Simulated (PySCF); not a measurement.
SiFH3.
SMILES: `F[SiH3]`

The closed-shell ground state was solved at several levels (PySCF, density fitting, gas phase, non-relativistic). Isolated species at its PBE0-D3(BJ)/def2-SVP geometry, gas phase.

```tsv
level	basis functions	total energy (Eh)	HOMO (eV)	LUMO (eV)	gap (eV)	dipole (D)
B3LYP/pcSseg-1	56	-391.1907	-9.60	-0.14	9.46	1.52
PBE0/pcSseg-1	56	-390.9380	-9.82	0.09	9.91	1.55
```

What might wB97X-D/def2-SVPD (71 basis functions) give for the same quantities?

Total energy -390.9874 Eh, HOMO -11.77 eV, LUMO 1.65 eV, gap 13.42 eV, dipole 1.51 D.

Over all these levels, which gives the widest orbital gap and which the narrowest?

wB97X-D/def2-SVPD (range-separated hybrid) has the widest, 13.42 eV, and B3LYP/pcSseg-1 (global hybrid, 20 % exact exchange) the narrowest, 9.46 eV. Functional and basis both differ between the two, so the spread mixes both effects.

How far do the dipole and the HOMO energy spread over the levels?

The dipole runs from 1.51 to 1.55 D (mean 1.53 D) and the HOMO from -11.77 to -9.60 eV.

wB97X-D is run here without its empirical dispersion term; that term would change no orbital, density or response property at a fixed geometry.
